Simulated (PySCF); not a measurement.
Rigid-rotor lines calculated for a species of formula C3H8FN (commonest isotopes; PBE0/def2-SVPD in PySCF (dipole) on a GFN2-xTB geometry, gas phase), labelled J(Ka,Kc):

```csv
transition,MHz
"2(1,2) ← 1(1,1)",10922.2
"2(0,2) ← 1(0,1)",11042.9
"1(1,1) ← 0(0,0)",12194.9
"2(1,1) ← 1(1,0)",11167.0
"1(0,1) ← 0(0,0)",5522.3
```

Q: Find the rotational constants.

A: 1(0,1) ← 0(0,0) is B + C, 2(1,1) ← 1(1,0) is 3B + C and 2(1,2) ← 1(1,1) is B + 3C, so B − C is half the difference of the last two, 122.4 MHz. 1(1,1) ← 0(0,0) is A + C. A = 9495.0, B = 2822.4, C = 2699.9 MHz.

Q: What moments of inertia, asymmetry and inertial defect follow?

A: I = 505379 MHz·u·Å² over each constant: Ia = 53.23, Ib = 179.06, Ic = 187.18 u·Å²; κ = (2B − A − C)/(A − C) = -0.964 (near-prolate asymmetric top); Δ = Ic − Ia − Ib = -45.11 u·Å².

Q: Which dipole components do these lines need?

A: μa and μb (a-type: ΔKa even, ΔKc odd; b-type: both odd). The calculation gives |μa| = 2.21 D, |μb| = 1.35 D, |μc| = 0.51 D.

Q: Predict further lines from these constants: 2(2,1) ← 1(1,0); 2(2,1) ← 2(1,1); 2(1,1) ← 1(0,1); 2(2,0) ← 1(1,0); 2(0,2) ← 1(1,1); 2(2,1) ← 2(1,2); 2(2,1) ← 1(1,1); 2(2,0) ← 2(1,1); 2(1,2) ← 1(0,1); 2(1,1) ← 2(0,2); 1(1,0) ← 1(0,1).

A: 
| transition | MHz | type | branch |
| --- | --- | --- | --- |
| 2(0,2) ← 1(1,1) | 4370 | b | R |
| 1(1,0) ← 1(0,1) | 6795 | b | Q |
| 2(1,1) ← 2(0,2) | 6919 | b | Q |
| 2(1,2) ← 1(0,1) | 17595 | b | R |
| 2(1,1) ← 1(0,1) | 17962 | c | R |
| 2(2,1) ← 2(1,1) | 20018 | c | Q |
| 2(2,0) ← 2(1,1) | 20019 | b | Q |
| 2(2,1) ← 2(1,2) | 20385 | b | Q |
| 2(2,1) ← 1(1,0) | 31185 | b | R |
| 2(2,0) ← 1(1,0) | 31186 | c | R |
| 2(2,1) ← 1(1,1) | 31307 | c | R |

Q: Which structure gave them?

A: `NCCCF` (3-fluoropropan-1-amine), point group C1. Three constants can't fix a structure by themselves; this is the one that was computed:
```
atom  x, y, z in Å
N1     1.442   -0.822    0.176
C2     0.799    0.231   -0.594
C3    -0.409    0.769    0.174
C4    -1.479   -0.300    0.331
F5    -2.107   -0.525   -0.873
H6     2.181   -1.258   -0.365
H7     1.859   -0.438    1.018
H8     0.456   -0.205   -1.536
H9     1.474    1.071   -0.834
H10   -0.830    1.624   -0.358
H11   -0.097    1.095    1.168
H12   -2.261    0.007    1.034
H13   -1.032   -1.249    0.639
```

The values belong to one conformer (point group C1) with, in the numbering `[NH2:1][CH2:2][CH2:3][CH2:4][F:5]`, H–N1–C2–C3 174° and -67°, N1–C2–C3–C4 -65°, C2–C3–C4–F5 -73°. Stationary, but not proved a minimum. These are rigid-rotor constants of the computed structure; measured ground-state constants (B0) also hold zero-point vibration. A rigid rotor knows nothing of inversion at nitrogen, which can split or shift real lines. Quadrupole hyperfine structure (14N) is left out.

The run took 8.7 s of wall time (grids of density and orbitals included) on AMD EPYC 9R45, one thread, no GPU, on a shared host, and the process peaked at 0.72 GiB of memory. This is the PBE0/def2-SVPD job that gave the dipole, with the excitations it also computed.
